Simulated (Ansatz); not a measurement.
# BO (quartet): from Hartree-Fock to the top rungs, def2-TZVPP

An exercise on one series of results from a longer session: the logs are not shown, and one member is left open.

Method: def2-TZVPP, core rule «outside noble gas», up to 2 orbitals frozen; program: Ansatz 0.2.0, Gaussian basis.

To be run: UHF; ROHF; CCSD(T) on UHF.

2 further runs of the same task are left out: 2 set aside as unsound or not needed.

### What is computed

The geometry is a PBE0/def2-TZVP stationary point (not a proven minimum) of the parent state, kept for this charge and spin.

2 atoms, charge 0, spin multiplicity 4.

Atoms are counted from 1 here; the program's logs count them from 0.

Bond lengths: B1–O2 1.201 Å.

Geometry (Å):

```
B     0.00000    0.00000    0.00000
O     0.00000    0.00000    1.20058
```

The first run:

Input file in.yaml:

```yaml
crystal:
  periodic: [false, false, false]
  atoms:
    - {symbol: B, position_ang: [0.000000, 0.000000, 0.000000]}
    - {symbol: O, position_ang: [0.000000, 0.000000, 1.200581]}
basis:
  gaussian: {orbitals: def2-TZVPP}
magnetization: {spin_polarized: true, initial_magnetization: 3}
hamiltonian: {xc: hf}
output: {orbitals: {seedname: orbitals}}
```

Started as:

```bash
> ansatz run in.yaml --threads 1 --pin off --events-out ev --progress --plain --max-ram 2816MiB --backend cpu
```

Steps of the session up to this table: UHF; ROHF; CCSD(T) on UHF.

One of the session's tables, all rows but one given; the rest of the session is left out.

It belongs to the step «Misses and costs». 

```
  method  from UCCSD(T) (kcal/mol)
    ROHF                         ?
     UHF                   +151.95
    UMP2                    +16.76
   UCCSD                     +4.96
UCCSD(T)                         0
```

**Question.** Estimate the row for ROHF.

**Answer.** from UCCSD(T) (kcal/mol): +155.32. In the column «from UCCSD(T) (kcal/mol)» it is the highest.
